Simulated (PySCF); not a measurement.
Worked example: HOAl⁺, doublet against HOAl, singlet

Geometry (PBE0/def2-TZVP stationary point of a singlet), kept for both states (HOAl, singlet: Σ⁺; HOAl⁺, doublet: Σ⁺):

```xyz
3

Al    0.0000    0.0000    1.4330
O     0.0000    0.0000   -0.2415
H     0.0000    0.0000   -1.1915
```

Basis 6-31G; PySCF 2.14.0. Only valence electrons are correlated (noble-gas cores frozen). R marks a restricted (for open shells ROHF) determinant.

Full CI isn't at hand for all of this; RCCSDT serves as the reference. It lacks quadruple excitations, which often exceed the step from CCSD(T) to CCSDT.

| level | E(HOAl, singlet) (hartree) | E(HOAl⁺, doublet) (hartree) |
| --- | --- | --- |
| RCCSD(T) | -317.527471 | -317.213809 |
| PBE | -318.025548 | -317.696459 |
| PBE0 | -318.046887 | -317.717644 |
| RCCSDT | -317.527671 | -317.214236 |

Task: Give the vertical gap, HOAl⁺ doublet less HOAl singlet, at each level in eV (1 hartree = 27.2114 eV), and each error against RCCSDT.

Result: RCCSDT: (-317.214236 − (-317.527671)) × 27.2114 = 8.529 eV (the reference)
PBE0: (-317.717644 − (-318.046887)) × 27.2114 = 8.959 eV, error 0.430 eV
PBE: (-317.696459 − (-318.025548)) × 27.2114 = 8.955 eV, error 0.426 eV
RCCSD(T): (-317.213809 − (-317.527471)) × 27.2114 = 8.535 eV, error 0.006 eV

Total energies of functionals can't be set beside those of wave-function methods, since they hold the core's correlation and their own absolute errors; only the differences compare.

The set has no polarisation functions, so the order and spacing of states can differ from the basis-set limit.

In so small a basis the reference is far from its limit while semilocal and hybrid functionals are nearer theirs, so the functionals' errors here hold much of the reference's basis and frozen-core error, which can add to them or hide them.

Each level lands on the state that its own search finds. T1 diagnostics of restricted CCSD: 0.021 and 0.030.
